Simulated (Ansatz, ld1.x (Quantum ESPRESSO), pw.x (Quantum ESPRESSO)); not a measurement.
# pw.x on diamond Br: one setting changed

Potential: PAW, ld1.x (Quantum ESPRESSO) 7.5, PBEsol; core [Ar] 3d10, reference 4s2 4p5; waves: 4s (bound): rcut 1.25, rcutus 2.06 bohr; 4s channel at 2.05 Ry: rcut 1.25, rcutus 2.06 bohr; 4p (bound): rcut 1.45, rcutus 1.65 bohr; 4p channel at 0.55 Ry: rcut 1.45, rcutus 1.65 bohr; 4d channel at -0.2 Ry: rcut 1.50, rcutus 2.00 bohr; local part: all-electron potential smoothed inside 1.85 bohr (lloc = -2); core correction: Bessel-smoothed model core inside 1.40 bohr; augmentation: PSQ, inside the norm-conserving radii.

The reference run (k-mesh 8³, cutoffs 40/320 Ry, Fermi–Dirac 0.01 Ry, mixing_beta 0.4, conv_thr 1e-9, no spin) gives 0.01 GPa at 40.604 Å³/atom, where all-electron LAPW gives 0.00 GPa. This run, with its own iteration cap, changes degauss to 0.002.

```
&control
  calculation='scf', prefix='x', pseudo_dir='./', outdir='./tmp', tstress=.true., disk_io='none'
/
&system
  ibrav=0, nat=2, ntyp=1, ecutwfc=40, ecutrho=320, nbnd=15,
  occupations='smearing', smearing='fd', degauss=0.002
/
&electrons
  conv_thr=1e-09, mixing_beta=0.4, electron_maxstep=50
/
ATOMIC_SPECIES
Br 1.0 Br.UPF
CELL_PARAMETERS angstrom
  0.00000000 3.43707973 3.43707973
  3.43707973 0.00000000 3.43707973
  3.43707973 3.43707973 0.00000000
ATOMIC_POSITIONS crystal
Br 0.0000 0.0000 0.0000
Br 0.2500 0.2500 0.2500
K_POINTS automatic
8 8 8 0 0 0
```

```bash
pw.x < Br.scf.in > Br.scf.out
```

How does the run end?

It converges in 6 iterations; the free energy moves by +62.6 meV/atom and the pressure by -0.36 GPa. In a metal, with Fermi–Dirac smearing, F lies below its zero-width value by a term in the square of the width.

```
Message from routine setup:
     using ibrav=0 with symmetry is DISCOURAGED, use correct ibrav instead
     lattice parameter (alat)  =       9.1855  a.u.
     unit-cell volume          =     548.0187 (a.u.)^3
     number of electrons       =        14.00
     number of Kohn-Sham states=           15
     kinetic-energy cutoff     =      40.0000  Ry
     charge density cutoff     =     320.0000  Ry
     scf convergence threshold =      1.0E-09
     Exchange-correlation= SLA  PW   PSX  PSC
     number of k points=    29  Fermi-Dirac smearing, width (Ry)=  0.0020
     iteration #  1     ecut=    40.00 Ry     beta= 0.40
     total energy              =    -401.65992037 Ry
     estimated scf accuracy    <       0.00066112 Ry
     iteration #  2     ecut=    40.00 Ry     beta= 0.40
     total energy              =    -401.65995730 Ry
     estimated scf accuracy    <       0.00015714 Ry
     iteration #  3     ecut=    40.00 Ry     beta= 0.40
     total energy              =    -401.65997417 Ry
     estimated scf accuracy    <       0.00000838 Ry
     iteration #  4     ecut=    40.00 Ry     beta= 0.40
     total energy              =    -401.65997493 Ry
     estimated scf accuracy    <       0.00000006 Ry
     iteration #  5     ecut=    40.00 Ry     beta= 0.40
     total energy              =    -401.65997499 Ry
     estimated scf accuracy    <          9.3E-09 Ry
     iteration #  6     ecut=    40.00 Ry     beta= 0.40
     the Fermi energy is     0.6271 ev
!    total energy              =    -401.65997500 Ry
     estimated scf accuracy    <          4.7E-10 Ry
     smearing contrib. (-TS)   =      -0.00085569 Ry
     convergence has been achieved in   6 iterations
          total   stress  (Ry/bohr**3)                   (kbar)     P=       -3.49
     Message from routine punch:
     Nothing written, as per user request (disk_io='none')
```

The run took about 12 s on one core of a shared host (AMD EPYC 9R45, 192 threads, 1484 GiB, load 137).
